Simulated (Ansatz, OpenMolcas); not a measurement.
HS: a line through the functionals

The species is HS (2 atoms), meant as a doublet with charge 0. SMILES: `[SH]`. The coordinates come from a PBE0-D4/def2-TZVP relaxation.

The electronic atomisation energy y, in eV, basis def2-TZVPPD; a is the functional's share of exact exchange. Programs: Ansatz 0.2.0, OpenMolcas 26.06.

| functional | program | a | y (eV) |
| --- | --- | --- | --- |
| UPBE | Ansatz | 0 | 3.83 |
| UTPSS | OpenMolcas | 0 | 3.88 |
| UB3LYP | Ansatz | 0.2 | 3.83 |
| U-r2SCAN0 | Ansatz | 0.25 | ? |
| UPBE0 | Ansatz | 0.25 | 3.77 |
| UBHLYP | Ansatz | 0.5 | 3.73 |

**Question.** Fit y = c + s·a to the known rows and predict U-r2SCAN0.

**Answer.** 
1. Means of the 5 rows: a = 0.1900, y = 3.808.
2. Σ(Δa)² = 0.172, Σ(Δa·Δy) = -0.0441, so the slope is -0.0441/0.172 = -0.2564.
3. Intercept: 3.808 − (-0.2564) × 0.1900 = 3.857. The largest residual of the fit is 0.027.
4. U-r2SCAN0: 3.857 + (-0.2564) × 0.25 = 3.79 eV.

The run gave 3.79 eV, so the prediction is off by 0.00 eV: they agree to the digits shown.
